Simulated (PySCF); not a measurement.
# SiS (SMILES [Si-]#[S+]) at SVWN5/STO-6G

Aim: the energy of SiS. The job is set up through a Python script.

Program for the calculation: PySCF 2.14.0.

29 further runs of the same task are left out: 15 that didn't finish, 14 set aside as unsound or not needed.

## (1) Starting point

SiS: 2 atoms, total charge 0, spin state singlet. SMILES: `[Si-]#[S+]`. The Si1–S2 distance was set to 3.473 Å, away from the relaxed value.

## (2) A single-point energy at SVWN5/STO-6G

Input file start.xyz:

```xyz
2

Si     0.000000     0.000000    -1.543479
S      0.000000     0.000000     1.929321
```

Input file calc.py:

```python
from pyscf import gto, dft

system = gto.M(
    atom='start.xyz',
    spin=0,
    basis='sto-6g',
    verbose=4,
    max_memory=1860,
)

mf = dft.RKS(system, xc='svwn')
mf.grids.level = 5
mf.conv_tol = 1e-10
mf.kernel()
if not mf.converged:
    mf = mf.newton().run(mf.mo_coeff, mf.mo_occ)

etot = mf.e_tot
print('Final energy', etot)
```

Started as:

```console
$ OMP_NUM_THREADS=1 python calc.py
```

What values should one expect? Wanted: total energy; dipole moment; HOMO energy; LUMO energy; HOMO–LUMO gap.

Computed results:

At SVWN5/STO-6G:

```
     quantity          value
 total energy  -682.27650 Eh
dipole moment         3.40 D
  HOMO energy       -0.09 eV
  LUMO energy        0.15 eV
HOMO–LUMO gap        0.25 eV
```

What this shows: One bond is far stretched, which a spin-restricted single reference describes badly; a broken-symmetry solution may lie lower.
